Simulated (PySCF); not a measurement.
Consider 1,2-dithiolane, `C1CSSC1` (C3H6S2). Non-hydrogen atoms are numbered in `[CH2:1]1[CH2:2][S:3][S:4][CH2:5]1`. These are map numbers, not IUPAC locants.

These are calculated values, ωB97X-D3(BJ)/ma-def2-TZVP in PySCF (grid level 2) at geometries from PBE0-D3(BJ)/ma-def2-SVP. The prefix ma- adds one diffuse s and one diffuse p function on all atoms but H. Zero-point and thermal terms (298.15 K, 1 bar) come from unscaled PBE0-D3(BJ)/ma-def2-SVP harmonic frequencies, with soft modes damped to free rotors in the entropy.

**Question.** What are the vertical and the adiabatic ionisation energy for forming the radical cation?

**Answer.** 7.98 eV vertical and 7.71 eV adiabatic, the latter with zero-point energy.

**Question.** Where does the unpaired spin of the relaxed radical cation sit?

**Answer.** S4 (sulfide sulfur) 0.49, S3 (sulfide sulfur) 0.49 (intrinsic atomic orbital populations).

**Question.** What oxidation potential follows in DMF (IEF-PCM), given that Fc+/Fc comes at 4.54 V absolute with this functional and basis?

**Answer.** In the gas phase ΔG of oxidation is 7.701 eV, and solvation is -20.5 kJ/mol for the parent and -231.8 kJ/mol for the product, so the absolute potential is 5.51 V, or 0.97 V against Fc+/Fc. Fc+/Fc in DMF, 4.54 V, is ωB97X-D3(BJ)/ma-def2-TZVP on PBE0-D3(BJ)/def2-SVP structures with GFN2-xTB thermal terms. Benchmark calculations put it near 5.0 V in acetonitrile and DMSO, so it is about 0.5 V low, and the value against it can read up to that much too high. The solvent is electrostatics only, on gas-phase structures; the absolute scale refers to an electron at rest in vacuum.

**Question.** How far is −ε(HOMO) from the vertical value by ΔSCF?

**Answer.** −ε(HOMO) = 8.08 eV, which is 0.10 eV above the ΔSCF value.
